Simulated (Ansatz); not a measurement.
We consider HfO₂ (P2₁/c, No. 14), described by revPBE (Ansatz, an electronic-structure program, PAW).

Run with plane-wave cutoff 520 eV, 8×8×8 k mesh, Fermi–Dirac smearing 0.01 eV, scalar-relativistic PAW data made under PBE.

Equation-of-state points:

| V (Å³/atom) | E − E_lowest (meV/atom) |
|---|---|
| 11.545 | 11.32 |
| 11.786 | 2.85 |
| 12.026 | 0.00 |
| 12.267 | 2.73 |
| 12.507 | 10.35 |

Q: Fit the third-order Birch–Murnaghan equation and give B0 and B′.

A: V0 = 12.026 Å³/atom, B0 = 179 GPa, B′ = 2.3 (fit to the energies at full precision).

Shape and atoms are relaxed at each volume.

Note: the relaxation could not lower the start's symmetry, so the cell can be a saddle point above a distorted one; the bulk modulus comes from volumes at which shape and atoms were relaxed.

Spin–orbit coupling is not included.

It cost very roughly 2.2 core-hours of CPU time.
